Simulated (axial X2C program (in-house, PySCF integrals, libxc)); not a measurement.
## What spin–orbit coupling does to SiS⁺

Computed with an in-house relativistic program for diatomic molecules. Spin-free means the one-electron spin-free X2C Hamiltonian; two-component (2c) means X2C with spin–orbit coupling and atomic mean-field two-electron Coulomb and Gaunt terms, so the difference of the two also holds small scalar two-electron terms. Basis: S dyall-av3z [9s8p3d2f], Si dyall-v3z [8s7p2d1f] (cores contracted in-house); Gaussian nuclei, density fitting, unrestricted open shells. Masses: S 31.972 u, Si 27.977 u.

Spin-free state: M_S = 1/2, Λ = 1 (beyond evenly filled blocks: π+α, π+β, π-α); fragments S + Si+.

```csv
level,Re (Å),ωe (cm⁻¹),De (eV),μ (D)
PBE0,2.081,594.2,3.942,2.43
HF,2.066,620.0,2.353,2.76
CCSD,2.079,600.8,3.608,n/a
CCSD(T),2.088,587.0,3.786,n/a
M06,2.083,591.5,4.022,2.47
```

Correlated methods: 9 electrons correlated (number of frozen shells: S 2 s, 1 p; Si 2 s, 1 p), 169 virtual spin orbitals or spinors in MP2, 90 natural virtuals in coupled cluster.

Dipoles are positive if Si is the positive end and refer to the centre of mass.

Question: Within this multiplet, which Ω should lie lowest by the rule for regular and inverted multiplets?

Answer: The open π shell holds three electrons, one hole, so the multiplet is inverted: Ω = Λ + 1/2 = 3/2. The PBE0 2c search agrees, though Ω = 1/2 of the search lies only 0.04 eV higher.

Two-component determinant lowest at the distance of the search:

Ω = 3/2 (⟨Sz⟩ = 0.50, ⟨Lz⟩ = 1.00 at HF); fragments S + Si+.

| level | Re (Å) | ωe (cm⁻¹) | De (eV) | μ (D) |
| --- | --- | --- | --- | --- |
| PBE0 | 2.081 | 594.2 | 3.962 | 2.43 |
| HF | 2.066 | 620.0 | 2.370 | 2.76 |
| CCSD | 2.079 | 600.7 | 3.595 | n/a |
| CCSD(T) | 2.088 | 586.9 | 3.765 | n/a |
| M06 | 2.083 | 591.4 | 4.032 | 2.47 |

Question: From the two tables, how do the constants change at the CCSD(T) level (2c against spin-free)?

Answer: At the CCSD(T) level Re is unchanged within 0.001 Å and ωe doesn't move by more than 0.2 cm⁻¹; De changes by -0.021 eV.

The state is one determinant whose occupation by symmetry is held fixed; it was picked as the lowest of a PBE0 search that is not exhaustive. De is counted from the lowest determinant-based energies of the atoms at the same level, without counterpoise correction. Density functionals use the spin component along the axis (collinear). CCSD and (T) use frozen natural virtuals with an MP2 correction for the truncation; (T) itself is uncorrected, so its De runs slightly low. The 2c atoms are single determinants rather than J levels; their spin–orbit lowering is only partly caught, and De is too large by that part. This holds for PBE0, M06. Other states lie close and PBE0, whose exact exchange favours high spin, may order them wrongly; the determinant shown need not be the ground state. The nearest other spin-free determinant of the search, M_S = 1/2, Λ = 0, lies 0.33 eV up at the distance of the search. The functionals have no current-density term, which raises determinants with orbital currents, atoms included.
